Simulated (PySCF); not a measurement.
## Frontier levels across methods

Species: tetrafluoroethylene, C₂F₄.
Geometry (PBE0-D3(BJ)/def2-SVP, Å), atoms numbered from 1 in this order:
```
atom  x, y, z in Å
F1    -1.5741   -0.0366    0.7574
C2    -0.6378   -0.0265   -0.1561
F3    -1.0979   -0.0392   -1.3807
C4     0.6591   -0.0053    0.1332
F5     1.5948    0.0045   -0.7809
F6     1.1190    0.0071    1.3578
```

Basis pcSseg-2 throughout (PySCF), one geometry. Isolated species at its PBE0-D3(BJ)/def2-SVP geometry, gas phase.

Q: How do the orbital energies and the gap change with the method?

A: 
```tsv
method	kind	HOMO (eV)	LUMO (eV)	gap (eV)	SCF cycles
OPBE	GGA	-5.97	-0.06	5.91	13
BLYP	GGA	-6.02	-0.26	5.76	13
PBE	GGA	-6.07	-0.28	5.79	13
BP86	GGA	-6.17	-0.38	5.79	13
LDA	LDA	-6.32	-0.62	5.70	12
HF	Hartree–Fock	-10.86	4.42	15.28	9
```

The HOMO spans 4.89 eV, from OPBE down to HF, and the gap runs from 5.70 eV (LDA) to 15.28 eV (HF). The dipole is below 0.03 D at every level.

The vertical ΔSCF ionisation energy at CAM-B3LYP/def2-SVPD is 10.51 eV; −ε(HOMO) comes closest to it with HF (10.86 eV).
